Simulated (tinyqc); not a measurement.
Inside a calculation (part 2 of 3). Method: UHF in the sto-6g basis, for H3O+, spin multiplicity 1. Computed by tinyqc, a small Python program that keeps every step (integrals from PySCF). Command: `OMP_NUM_THREADS=1 python tinyqc.py 31792 31793 out.jsonl` (the two numbers bound the seeds that draw the settings). One thread of a shared host (Intel(R) Xeon(R) Processor @ 2.60GHz), about 0.2 s of CPU time with the checks.

Geometry (angstrom):
```
atom          x          y         z
O      0.000000   0.000000  0.207000
H      1.227000   0.000000  0.000000
H     -0.614000   1.063000  0.000000
H     -0.614000  -1.063000  0.000000
```

## Iteration 1: building the Fock matrix

D(alpha) at the start, order 1O 1s, 1O 2s, 1O 2px, 1O 2py, 1O 2pz, 2H 1s, 3H 1s, 4H 1s:
```
[[1.061205, -0.273480, -0.000008, 0.000000, 0.023187, 0.025055, 0.025059, 0.025059],
 [-0.273480, 1.224876, 0.000130, 0.000000, -0.193388, -0.127256, -0.126865, -0.126865],
 [-0.000008, 0.000130, 1.095021, 0.000000, -0.000805, -0.142499, 0.070933, 0.070933],
 [0.000000, 0.000000, 0.000000, 1.094868, 0.000000, 0.000000, -0.123113, 0.123113],
 [0.023187, -0.193388, -0.000805, 0.000000, 0.892972, 0.242486, 0.238099, 0.238099],
 [0.025055, -0.127256, -0.142499, 0.000000, 0.242486, 0.089060, 0.060172, 0.060172],
 [0.025059, -0.126865, 0.070933, -0.123113, 0.238099, 0.060172, 0.086748, 0.059061],
 [0.025059, -0.126865, 0.070933, 0.123113, 0.238099, 0.060172, 0.059061, 0.086748]]
```

D(beta) at the start, order 1O 1s, 1O 2s, 1O 2px, 1O 2py, 1O 2pz, 2H 1s, 3H 1s, 4H 1s:
```
[[1.062658, -0.284074, -0.000048, 0.000000, -0.004789, 0.035737, 0.035527, 0.035527],
 [-0.284074, 1.290790, 0.000325, 0.000000, 0.094160, -0.173977, -0.172624, -0.172624],
 [-0.000048, 0.000325, 1.095022, 0.000000, 0.000708, -0.142523, 0.070910, 0.070910],
 [0.000000, 0.000000, 0.000000, 1.094868, 0.000000, 0.000000, -0.123113, 0.123113],
 [-0.004789, 0.094160, 0.000708, 0.000000, 0.817576, -0.192704, -0.188575, -0.188575],
 [0.035737, -0.173977, -0.142523, 0.000000, -0.192704, 0.081920, 0.053102, 0.053102],
 [0.035527, -0.172624, 0.070910, -0.123113, -0.188575, 0.053102, 0.079748, 0.052061],
 [0.035527, -0.172624, 0.070910, 0.123113, -0.188575, 0.053102, 0.052061, 0.079748]]
```

core Hamiltonian H = T + V (hartree), order 1O 1s, 1O 2s, 1O 2px, 1O 2py, 1O 2pz, 2H 1s, 3H 1s, 4H 1s:
```
[[-33.206528, -7.342110, -0.000006, 0.000000, 0.004846, -0.913474, -0.912254, -0.912254],
 [-7.342110, -9.430348, -0.000060, 0.000000, 0.057028, -2.332012, -2.329592, -2.329592],
 [-0.000006, -0.000060, -7.771285, 0.000000, 0.000015, -1.775924, 0.887497, 0.887497],
 [0.000000, 0.000000, 0.000000, -7.771164, 0.000000, 0.000000, -1.536499, 1.536499],
 [0.004846, 0.057028, 0.000015, 0.000000, -7.681333, 0.310737, 0.310327, 0.310327],
 [-0.913474, -2.332012, -1.775924, 0.000000, 0.310737, -4.331798, -0.580782, -0.580782],
 [-0.912254, -2.329592, 0.887497, -1.536499, 0.310327, -0.580782, -4.330315, -0.580524],
 [-0.912254, -2.329592, 0.887497, 1.536499, 0.310327, -0.580782, -0.580524, -4.330315]]
```

nuclear repulsion = 10.95003416 hartree

Given earlier and not repeated: Two-electron integrals (ij|kl) in chemists' order.

J_ij = sum D_kl (ij|kl) with D = D(alpha) + D(beta), K_ij = sum D_kl (ik|jl) for each spin; F = H + J - K(s); E = tr D H + tr D J / 2 - 0.5 sum_s tr D(s) K(s) + E_nn.

Coulomb J (hartree), order 1O 1s, 1O 2s, 1O 2px, 1O 2py, 1O 2pz, 2H 1s, 3H 1s, 4H 1s:
```
[[18.557751, 3.335822, 0.000034, 0.000000, -0.003948, 0.423015, 0.422446, 0.422446],
 [3.335822, 8.730084, 0.000332, 0.000000, -0.016834, 2.080257, 2.077803, 2.077803],
 [0.000034, 0.000332, 8.740462, 0.000000, -0.000027, 1.681274, -0.839898, -0.839898],
 [0.000000, 0.000000, 0.000000, 8.740317, 0.000000, 0.000000, 1.454208, -1.454208],
 [-0.003948, -0.016834, -0.000027, 0.000000, 8.709468, -0.285905, -0.285456, -0.285456],
 [0.423015, 2.080257, 1.681274, 0.000000, -0.285905, 4.133915, 0.507222, 0.507222],
 [0.422446, 2.077803, -0.839898, 1.454208, -0.285456, 0.507222, 4.130300, 0.506929],
 [0.422446, 2.077803, -0.839898, -1.454208, -0.285456, 0.507222, 0.506929, 4.130300]]
```

exchange K(alpha) (hartree), order 1O 1s, 1O 2s, 1O 2px, 1O 2py, 1O 2pz, 2H 1s, 3H 1s, 4H 1s:
```
[[4.941152, 0.792153, -0.000004, 0.000000, -0.002921, 0.108480, 0.108342, 0.108342],
 [0.792153, 1.403805, 0.000020, 0.000000, -0.010833, 0.297144, 0.296581, 0.296581],
 [-0.000004, 0.000020, 1.181607, 0.000000, 0.000070, 0.178853, -0.089246, -0.089246],
 [0.000000, 0.000000, 0.000000, 1.181564, 0.000000, 0.000000, 0.154559, -0.154559],
 [-0.002921, -0.010833, 0.000070, 0.000000, 1.050439, 0.046804, 0.045579, 0.045579],
 [0.108480, 0.297144, 0.178853, 0.000000, 0.046804, 0.134552, 0.060003, 0.060003],
 [0.108342, 0.296581, -0.089246, 0.154559, 0.045579, 0.060003, 0.133010, 0.059752],
 [0.108342, 0.296581, -0.089246, -0.154559, 0.045579, 0.060003, 0.059752, 0.133010]]
```

exchange K(beta) (hartree), order 1O 1s, 1O 2s, 1O 2px, 1O 2py, 1O 2pz, 2H 1s, 3H 1s, 4H 1s:
```
[[4.941430, 0.790616, 0.000005, 0.000000, 0.001087, 0.108492, 0.108350, 0.108350],
 [0.790616, 1.397927, 0.000041, 0.000000, -0.025505, 0.285101, 0.284738, 0.284738],
 [0.000005, 0.000041, 1.180567, 0.000000, -0.000103, 0.177379, -0.088527, -0.088527],
 [0.000000, 0.000000, 0.000000, 1.180555, 0.000000, 0.000000, 0.153308, -0.153308],
 [0.001087, -0.025505, -0.000103, 0.000000, 1.060166, -0.108480, -0.107095, -0.107095],
 [0.108492, 0.285101, 0.177379, 0.000000, -0.108480, 0.140276, 0.063507, 0.063507],
 [0.108350, 0.284738, -0.088527, 0.153308, -0.107095, 0.063507, 0.138632, 0.063227],
 [0.108350, 0.284738, -0.088527, -0.153308, -0.107095, 0.063507, 0.063227, 0.138632]]
```

F(alpha) (hartree), order 1O 1s, 1O 2s, 1O 2px, 1O 2py, 1O 2pz, 2H 1s, 3H 1s, 4H 1s:
```
[[-19.589929, -4.798442, 0.000032, 0.000000, 0.003818, -0.598940, -0.598150, -0.598150],
 [-4.798442, -2.104069, 0.000252, 0.000000, 0.051027, -0.548900, -0.548371, -0.548371],
 [0.000032, 0.000252, -0.212431, 0.000000, -0.000083, -0.273502, 0.136845, 0.136845],
 [0.000000, 0.000000, 0.000000, -0.212411, 0.000000, 0.000000, -0.236850, 0.236850],
 [0.003818, 0.051027, -0.000083, 0.000000, -0.022304, -0.021972, -0.020707, -0.020707],
 [-0.598940, -0.548900, -0.273502, 0.000000, -0.021972, -0.332435, -0.133563, -0.133563],
 [-0.598150, -0.548371, 0.136845, -0.236850, -0.020707, -0.133563, -0.333025, -0.133347],
 [-0.598150, -0.548371, 0.136845, 0.236850, -0.020707, -0.133563, -0.133347, -0.333025]]
```

F(beta) (hartree), order 1O 1s, 1O 2s, 1O 2px, 1O 2py, 1O 2pz, 2H 1s, 3H 1s, 4H 1s:
```
[[-19.590207, -4.796904, 0.000024, 0.000000, -0.000190, -0.598952, -0.598158, -0.598158],
 [-4.796904, -2.098191, 0.000232, 0.000000, 0.065699, -0.536856, -0.536528, -0.536528],
 [0.000024, 0.000232, -0.211390, 0.000000, 0.000090, -0.272029, 0.136126, 0.136126],
 [0.000000, 0.000000, 0.000000, -0.211402, 0.000000, 0.000000, -0.235599, 0.235599],
 [-0.000190, 0.065699, 0.000090, 0.000000, -0.032031, 0.133312, 0.131967, 0.131967],
 [-0.598952, -0.536856, -0.272029, 0.000000, 0.133312, -0.338159, -0.137067, -0.137067],
 [-0.598158, -0.536528, 0.136126, -0.235599, 0.131967, -0.137067, -0.338647, -0.136822],
 [-0.598158, -0.536528, 0.136126, 0.235599, 0.131967, -0.137067, -0.136822, -0.338647]]
```

total energy of this density = -74.34048347 hartree

This density is the starting one.

## Iteration 1: diagonalisation and new density

X, order 1O 1s, 1O 2s, 1O 2px, 1O 2py, 1O 2pz, 2H 1s, 3H 1s, 4H 1s:
```
[[1.022404, -0.132273, -0.000005, 0.000000, 0.001885, 0.014281, 0.014268, 0.014268],
 [-0.132273, 1.141094, 0.000061, 0.000000, -0.017962, -0.165323, -0.165113, -0.165113],
 [-0.000005, 0.000061, 1.053647, 0.000000, -0.000011, -0.165810, 0.082858, 0.082858],
 [0.000000, 0.000000, 0.000000, 1.053560, 0.000000, 0.000000, -0.143442, 0.143442],
 [0.001885, -0.017962, -0.000011, 0.000000, 1.002684, 0.024798, 0.024759, 0.024759],
 [0.014281, -0.165323, -0.165810, 0.000000, 0.024798, 1.079904, -0.031461, -0.031461],
 [0.014268, -0.165113, 0.082858, -0.143442, 0.024759, -0.031461, 1.079752, -0.031451],
 [0.014268, -0.165113, 0.082858, 0.143442, 0.024759, -0.031461, -0.031451, 1.079752]]
```

overlap S, order 1O 1s, 1O 2s, 1O 2px, 1O 2py, 1O 2pz, 2H 1s, 3H 1s, 4H 1s:
```
[[1.000000, 0.231145, 0.000000, 0.000000, 0.000000, 0.028578, 0.028539, 0.028539],
 [0.231145, 1.000000, 0.000000, 0.000000, 0.000000, 0.310471, 0.310184, 0.310184],
 [0.000000, 0.000000, 1.000000, 0.000000, 0.000000, 0.281257, -0.140572, -0.140572],
 [0.000000, 0.000000, 0.000000, 1.000000, 0.000000, 0.000000, 0.243367, -0.243367],
 [0.000000, 0.000000, 0.000000, 0.000000, 1.000000, -0.047449, -0.047391, -0.047391],
 [0.028578, 0.310471, 0.281257, 0.000000, -0.047449, 1.000000, 0.097822, 0.097822],
 [0.028539, 0.310184, -0.140572, 0.243367, -0.047391, 0.097822, 1.000000, 0.097798],
 [0.028539, 0.310184, -0.140572, -0.243367, -0.047391, 0.097822, 0.097798, 1.000000]]
```

Diagonalise F' = X^T F X, C = X C', fill 5 alpha and 5 beta electrons from the bottom; D(s) = C_occ C_occ^T; the new density keeps 0.5 of the old one (damping). Each column has its largest component positive (the first on a tie).

F' = X^T F X (alpha) (hartree):
```
[[-19.263083, -2.466990, -0.000013, 0.000000, 0.002417, -0.066212, -0.066053, -0.066053],
 [-2.466990, -1.143563, 0.000364, 0.000000, 0.057514, -0.243408, -0.242975, -0.242975],
 [-0.000013, 0.000364, -0.100685, 0.000000, 0.000117, -0.257856, 0.128900, 0.128900],
 [0.000000, 0.000000, 0.000000, -0.100815, 0.000000, 0.000000, -0.223103, 0.223103],
 [0.002417, 0.057514, 0.000117, 0.000000, -0.027628, -0.035662, -0.034278, -0.034278],
 [-0.066212, -0.243408, -0.257856, 0.000000, -0.035662, -0.148681, -0.045585, -0.045585],
 [-0.066053, -0.242975, 0.128900, -0.223103, -0.034278, -0.045585, -0.149621, -0.045333],
 [-0.066053, -0.242975, 0.128900, 0.223103, -0.034278, -0.045585, -0.045333, -0.149621]]
```

orbital energies (alpha) (hartree): [-19.594447, -1.021125, -0.418072, -0.417794, -0.109034, 0.050016, 0.212969, 0.213788]

coefficients C (alpha), order 1O 1s, 1O 2s, 1O 2px, 1O 2py, 1O 2pz, 2H 1s, 3H 1s, 4H 1s:
```
[[0.995980, -0.230169, 0.000000, -0.000067, 0.095457, -0.096717, 0.000000, -0.000534],
 [0.017853, 0.891987, 0.000000, 0.000181, -0.556794, 0.543858, 0.000000, 0.003030],
 [-0.000001, -0.000315, 0.000000, 0.599610, -0.001598, -0.005935, 0.000000, 0.889846],
 [0.000000, 0.000000, 0.599090, 0.000000, 0.000000, 0.000000, 0.890073, 0.000000],
 [-0.000627, -0.019705, 0.000000, 0.001827, 0.731342, 0.687217, 0.000000, 0.004622],
 [-0.002654, 0.119587, 0.000000, 0.526014, 0.448626, -0.393048, 0.000000, -0.759649],
 [-0.002652, 0.119628, 0.455979, -0.262959, 0.448391, -0.398480, -0.655778, 0.376956],
 [-0.002652, 0.119628, -0.455979, -0.262959, 0.448391, -0.398480, 0.655778, 0.376956]]
```

F' = X^T F X (beta) (hartree):
```
[[-19.263829, -2.464682, -0.000013, 0.000000, 0.002801, -0.067948, -0.067758, -0.067758],
 [-2.464682, -1.148775, 0.000296, 0.000000, -0.000328, -0.231593, -0.231395, -0.231395],
 [-0.000013, 0.000296, -0.100386, 0.000000, -0.000145, -0.255843, 0.127926, 0.127926],
 [0.000000, 0.000000, 0.000000, -0.100540, 0.000000, 0.000000, -0.221398, 0.221398],
 [0.002801, -0.000328, -0.000145, 0.000000, -0.015120, 0.119693, 0.118201, 0.118201],
 [-0.067948, -0.231593, -0.255843, 0.000000, 0.119693, -0.151604, -0.045040, -0.045040],
 [-0.067758, -0.231395, 0.127926, -0.221398, 0.118201, -0.045040, -0.152490, -0.044794],
 [-0.067758, -0.231395, 0.127926, 0.221398, 0.118201, -0.045040, -0.044794, -0.152490]]
```

orbital energies (beta) (hartree): [-19.594665, -1.017637, -0.417242, -0.416945, -0.213686, 0.156141, 0.209006, 0.209796]

coefficients C (beta), order 1O 1s, 1O 2s, 1O 2px, 1O 2py, 1O 2pz, 2H 1s, 3H 1s, 4H 1s:
```
[[0.996007, -0.228510, 0.000000, 0.000092, -0.115489, 0.076384, 0.000000, -0.001262],
 [0.017731, 0.885140, 0.000000, -0.000601, 0.629794, -0.470404, 0.000000, 0.007875],
 [0.000000, -0.000287, 0.000000, 0.596929, 0.002042, 0.015963, 0.000000, 0.891523],
 [0.000000, 0.000000, 0.596452, 0.000000, 0.000000, 0.000000, 0.891844, 0.000000],
 [-0.000370, -0.089989, 0.000000, -0.002184, 0.627079, 0.778469, 0.000000, -0.013978],
 [-0.002622, 0.120734, 0.000000, 0.528639, -0.423048, 0.410707, 0.000000, -0.762971],
 [-0.002619, 0.120804, 0.457919, -0.263751, -0.423519, 0.429115, -0.654425, 0.371118],
 [-0.002619, 0.120804, -0.457919, -0.263751, -0.423519, 0.429115, 0.654425, 0.371118]]
```

D(alpha) after iteration 1, order 1O 1s, 1O 2s, 1O 2px, 1O 2py, 1O 2pz, 2H 1s, 3H 1s, 4H 1s:
```
[[1.057636, -0.257078, -0.000064, 0.000000, 0.048455, 0.018838, 0.018851, 0.018851],
 [-0.257078, 1.165428, 0.000423, 0.000000, -0.309091, -0.135165, -0.134957, -0.134957],
 [-0.000064, 0.000423, 0.727278, 0.000000, -0.000436, 0.086075, -0.043747, -0.043747],
 [0.000000, 0.000000, 0.000000, 0.726888, 0.000000, 0.000000, 0.075030, -0.075030],
 [0.048455, -0.309091, -0.000436, 0.000000, 0.714113, 0.284595, 0.281595, 0.281595],
 [0.018838, -0.135165, 0.086075, 0.000000, 0.284595, 0.290662, 0.068662, 0.068662],
 [0.018851, -0.134957, -0.043747, 0.075030, 0.281595, 0.068662, 0.289592, 0.067832],
 [0.018851, -0.134957, -0.043747, -0.075030, 0.281595, 0.068662, 0.067832, 0.289592]]
```

D(beta) after iteration 1, order 1O 1s, 1O 2s, 1O 2px, 1O 2py, 1O 2pz, 2H 1s, 3H 1s, 4H 1s:
```
[[1.060121, -0.270706, -0.000082, 0.000000, -0.028507, 0.027222, 0.027101, 0.027101],
 [-0.270706, 1.235609, 0.000499, 0.000000, 0.204717, -0.166954, -0.166157, -0.166157],
 [-0.000082, 0.000499, 0.725675, 0.000000, 0.000355, 0.086069, -0.043715, -0.043715],
 [0.000000, 0.000000, 0.000000, 0.725311, 0.000000, 0.000000, 0.075007, -0.075007],
 [-0.028507, 0.204717, 0.000355, 0.000000, 0.609454, -0.235003, -0.232225, -0.232225],
 [0.027222, -0.166954, 0.086069, 0.000000, -0.235003, 0.277466, 0.053717, 0.053717],
 [0.027101, -0.166157, -0.043715, 0.075007, -0.232225, 0.053717, 0.276486, 0.052952],
 [0.027101, -0.166157, -0.043715, -0.075007, -0.232225, 0.053717, 0.052952, 0.276486]]
```

## Iteration 2: building the Fock matrix

As before.

Coulomb J (hartree), order 1O 1s, 1O 2s, 1O 2px, 1O 2py, 1O 2pz, 2H 1s, 3H 1s, 4H 1s:
```
[[17.358272, 3.076578, 0.000039, 0.000000, -0.007358, 0.391018, 0.390492, 0.390492],
 [3.076578, 8.066229, 0.000229, 0.000000, -0.049638, 1.965768, 1.963592, 1.963592],
 [0.000039, 0.000229, 8.083202, 0.000000, -0.000011, 1.611798, -0.805326, -0.805326],
 [0.000000, 0.000000, 0.000000, 8.083060, 0.000000, 0.000000, 1.394296, -1.394296],
 [-0.007358, -0.049638, -0.000011, 0.000000, 8.032424, -0.280912, -0.280509, -0.280509],
 [0.391018, 1.965768, 1.611798, 0.000000, -0.280912, 4.156686, 0.489332, 0.489332],
 [0.390492, 1.963592, -0.805326, 1.394296, -0.280509, 0.489332, 4.154469, 0.489095],
 [0.390492, 1.963592, -0.805326, -1.394296, -0.280509, 0.489332, 0.489095, 4.154469]]
```

exchange K(alpha) (hartree), order 1O 1s, 1O 2s, 1O 2px, 1O 2py, 1O 2pz, 2H 1s, 3H 1s, 4H 1s:
```
[[4.913684, 0.761009, -0.000002, 0.000000, -0.002899, 0.104073, 0.103943, 0.103943],
 [0.761009, 1.272128, 0.000132, 0.000000, -0.099255, 0.318411, 0.317968, 0.317968],
 [-0.000002, 0.000132, 0.971488, 0.000000, 0.000176, 0.250722, -0.125403, -0.125403],
 [0.000000, 0.000000, 0.000000, 0.971155, 0.000000, 0.000000, 0.216960, -0.216960],
 [-0.002899, -0.099255, 0.000176, 0.000000, 0.855332, 0.038608, 0.037755, 0.037755],
 [0.104073, 0.318411, 0.250722, 0.000000, 0.038608, 0.341493, 0.066021, 0.066021],
 [0.103943, 0.317968, -0.125403, 0.216960, 0.037755, 0.066021, 0.340875, 0.065893],
 [0.103943, 0.317968, -0.125403, -0.216960, 0.037755, 0.066021, 0.065893, 0.340875]]
```

exchange K(beta) (hartree), order 1O 1s, 1O 2s, 1O 2px, 1O 2py, 1O 2pz, 2H 1s, 3H 1s, 4H 1s:
```
[[4.914580, 0.758048, 0.000003, 0.000000, 0.000861, 0.104158, 0.104024, 0.104024],
 [0.758048, 1.278876, 0.000130, 0.000000, 0.036983, 0.309026, 0.308699, 0.308699],
 [0.000003, 0.000130, 0.972143, 0.000000, -0.000162, 0.249896, -0.124975, -0.124975],
 [0.000000, 0.000000, 0.000000, 0.971847, 0.000000, 0.000000, 0.216242, -0.216242],
 [0.000861, 0.036983, -0.000162, 0.000000, 0.857039, -0.109668, -0.108722, -0.108722],
 [0.104158, 0.309026, 0.249896, 0.000000, -0.109668, 0.348902, 0.070795, 0.070795],
 [0.104024, 0.308699, -0.124975, 0.216242, -0.108722, 0.070795, 0.348159, 0.070637],
 [0.104024, 0.308699, -0.124975, -0.216242, -0.108722, 0.070795, 0.070637, 0.348159]]
```

F(alpha) (hartree), order 1O 1s, 1O 2s, 1O 2px, 1O 2py, 1O 2pz, 2H 1s, 3H 1s, 4H 1s:
```
[[-20.761939, -5.026542, 0.000036, 0.000000, 0.000386, -0.626529, -0.625706, -0.625706],
 [-5.026542, -2.636247, 0.000038, 0.000000, 0.106645, -0.684656, -0.683969, -0.683969],
 [0.000036, 0.000038, -0.659571, 0.000000, -0.000172, -0.414848, 0.207574, 0.207574],
 [0.000000, 0.000000, 0.000000, -0.659259, 0.000000, 0.000000, -0.359162, 0.359162],
 [0.000386, 0.106645, -0.000172, 0.000000, -0.504241, -0.008784, -0.007936, -0.007936],
 [-0.626529, -0.684656, -0.414848, 0.000000, -0.008784, -0.516605, -0.157470, -0.157470],
 [-0.625706, -0.683969, 0.207574, -0.359162, -0.007936, -0.157470, -0.516720, -0.157323],
 [-0.625706, -0.683969, 0.207574, 0.359162, -0.007936, -0.157470, -0.157323, -0.516720]]
```

F(beta) (hartree), order 1O 1s, 1O 2s, 1O 2px, 1O 2py, 1O 2pz, 2H 1s, 3H 1s, 4H 1s:
```
[[-20.762835, -5.023581, 0.000031, 0.000000, -0.003374, -0.626615, -0.625786, -0.625786],
 [-5.023581, -2.642995, 0.000040, 0.000000, -0.029593, -0.675271, -0.674699, -0.674699],
 [0.000031, 0.000040, -0.660227, 0.000000, 0.000165, -0.414022, 0.207146, 0.207146],
 [0.000000, 0.000000, 0.000000, -0.659951, 0.000000, 0.000000, -0.358445, 0.358445],
 [-0.003374, -0.029593, 0.000165, 0.000000, -0.505948, 0.139493, 0.138540, 0.138540],
 [-0.626615, -0.675271, -0.414022, 0.000000, 0.139493, -0.524014, -0.162245, -0.162245],
 [-0.625786, -0.674699, 0.207146, -0.358445, 0.138540, -0.162245, -0.524005, -0.162067],
 [-0.625786, -0.674699, 0.207146, 0.358445, 0.138540, -0.162245, -0.162067, -0.524005]]
```

total energy of this density = -74.94937374 hartree

This density is a damped mixture and is not idempotent.
